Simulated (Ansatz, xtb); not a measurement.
## Two structures of H2LiMgN

Structure a: `[Li][Mg][NH2]`, a singlet. Structure b: a singlet given by its coordinates. Both are isolated molecules in the gas phase, relaxed with B3LYP/6-31G*.

a (Å):

```xyz
5

Li   -2.8606    1.6734    3.1860
Mg   -1.0112    0.6667    1.4378
N     0.2860   -0.0407    0.2094
H     0.0925   -0.4928   -0.6806
H     1.2962   -0.0330    0.3254
```

b (Å):

```xyz
5

Li   -2.1435    1.7525    1.6127
Mg    0.2789   -0.5278    0.9673
N    -0.8638    0.9704    0.6852
H    -0.6893    1.4244   -0.2190
H     1.2303   -1.9054    1.3829
```

Close contacts (Å): Li1–Mg2 3.39, Li1–N3 1.76, Mg2–N3 1.91, Mg2–H4 2.48, Mg2–H5 1.72, N3–H4 1.03.

Energies in hartree; the thermal terms are from B3LYP/6-31G* harmonic frequencies (ideal gas, rigid rotor, one conformer each, 298.15 K, 1 atm) and include the zero-point energy:

```
                                a           b
E, CCSD(T)/def2-TZVPP  −263.199473  −263.186868
    zero-point energy     0.024121     0.018767
         H(298 K) − E     0.030640     0.024767
         G(298 K) − E    −0.002003    −0.007355
```

Task: Work out ΔE, ΔE₀, ΔH and ΔG for a → b in kJ/mol (1 Eh = 2625.50 kJ/mol) and the equilibrium ratio [b]/[a].

Result: 1. ΔE = −263.186868 − (−263.199473) = +0.012605 Eh = +33.09 kJ/mol.
2. ΔE₀ = ΔE + ΔZPE = +0.012605 + (−0.005354) Eh = +19.04 kJ/mol.
3. ΔH = ΔE + (−0.005873) Eh = +17.67 kJ/mol.
4. ΔG = ΔE + (−0.005352) Eh = +19.04 kJ/mol, so ΔS = (ΔH − ΔG)/T = −4.6 J/(mol K).
5. kT = 0.9442 mEh, so K = [b]/[a] = exp(−ΔG/kT) = exp(−7.68) ≈ 4.6 × 10^−4.

Structure a is favoured at this temperature. An error of 4 kJ/mol in ΔG would change K by a factor of 5. Mirror images and further conformers aren't counted.

Other levels gave ΔE = +21.1 (GFN2-xTB); +226.1 (HF/STO-3G, GFN2-xTB geometries); +34.7 (r2SCAN-D4/def2-SVP, GFN2-xTB geometries); +16.0 (B3LYP/6-31G*); +64.4 (HF/def2-TZVPP); +17.1 (MP2/def2-TZVPP) kJ/mol. The correlated steps freeze 2 core orbitals; the last core shell of Li and Mg is correlated, in a basis made for valence electrons. Programs: Ansatz 0.2.0, xtb 6.7.1.
